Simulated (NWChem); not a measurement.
# C2H3N, triplet; SMILES of the neutral closed-shell parent N#CC

```xyz
6

C      0.0870    -1.0789     0.0000
C     -0.4714     0.2841     0.0000
N      0.2499     1.3469     0.0000
H     -0.2262    -1.6344    -0.8981
H      1.1944    -1.0026     0.0000
H     -0.2262    -1.6344     0.8981
```
Atoms are numbered in this order, from 1.

All runs: NWChem. Pople sets run with spherical d functions. Spin-unrestricted. In the optimisation the excess spin sits in a' (Cs, its own frame). The geometry was optimised at PBE0/def2-SVP, spin-unrestricted. The spin multiplicity was typed, not searched, and may not be the lowest. No stability test was run on the SCF state. Vzz is the largest principal value of the second derivative of the potential at the nucleus (NWChem prints the opposite sign); η is the asymmetry. Non-relativistic.

For level CAM-B3LYP/6-31G*:

```
Quantity        Value
-------------  ------
Vzz N3 (a.u.)  -0.611
```

What are these values for level CAM-B3LYP/def2-SVP?

The vzz N3 (a.u.) is -0.649.
